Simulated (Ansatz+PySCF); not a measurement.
Results of a calculation; reference values are marked as such.
This PySCF input gave a total energy of -124.24969 hartree.

```python
from pyscf import gto, scf, mp

mol = gto.M(atom="""
B 0.000000 0.000000 -0.811890
F 0.000000 0.000000 0.451050
""", basis='def2-svp', charge=0, spin=0)
mf = scf.RHF(mol)
mf.kernel()
pt = mp.MP2(mf, frozen=2).run()
print(mf.e_tot, pt.e_corr, pt.e_tot)
```

(1) Write an input for Ansatz with the same method and basis set.

Answers

(1)

```yaml
crystal:
  periodic: [false, false, false]
  atoms:
    - { symbol: B, position_ang: [0.0, 0.0, -0.81189] }
    - { symbol: F, position_ang: [0.0, 0.0, 0.45105] }
basis:
  gaussian: { orbitals: def2-SVP }
hamiltonian:
  xc: hf
correlation:
  method: mp2
  frozen_orbitals: { B: 1, F: 1 }
scf:
  omitted_lower_state_checks: [stability, starts, atomic_configurations, cluster_reference, orbital_swaps, given_window_search, neighbouring_geometries, increment]
```

Ansatz (development build ahead of 0.2.0) gave -124.24969 hartree, 0.03 meV from the first.
